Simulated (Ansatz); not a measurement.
Input file:

```yaml
crystal:
  periodic: [false, false, false]
  atoms:
    - {symbol: S, position_ang: [0.000000, 0.000000, 0.000000]}
    - {symbol: S, position_ang: [0.000000, 0.000000, 1.920226]}
basis:
  gaussian: {orbitals: "cc-pV(D+d)Z.json"}
magnetization: {spin_polarized: true, initial_magnetization: 2}
hamiltonian: {xc: {name: PBE}}
output: {orbitals: {seedname: orbitals}}
```

```sh
$ ansatz run in.yaml --threads 1 --pin off --events-out ev --progress --plain --max-ram 3328MiB --backend cpu
```

The program prints:

```
460 factors; integrals over basis functions are off by at most 1.6e-3 eV
mean field evaluation 1: about -21661.1878 eV, gradient 5.7e0 eV
mean field evaluation 2: about -21661.2226 eV, gradient 5.9e0 eV
mean field evaluation 4: about -21661.4075 eV, gradient 1.6e-1 eV
mean field evaluation 8: about -21661.4040 eV, gradient 3.6e-4 eV
mean field -21661.40403786 eV, -796.0419157645 hartree, gradient 6.0e-6 eV, S^2 2.002464; 0 other end points of the search recorded, 0 dependent functions left out
reference -21661.40405946 eV, -796.0419165580 hartree; 17, 15 occupied and 29, 31 virtual orbitals, 460 factors
Total energy: -21661.40405946 eV, -796.0419165580 hartree
```

Ran on 1 thread of AMD EPYC 7R13, shared host: 1.1 s wall, 0.12 GiB peak host memory.
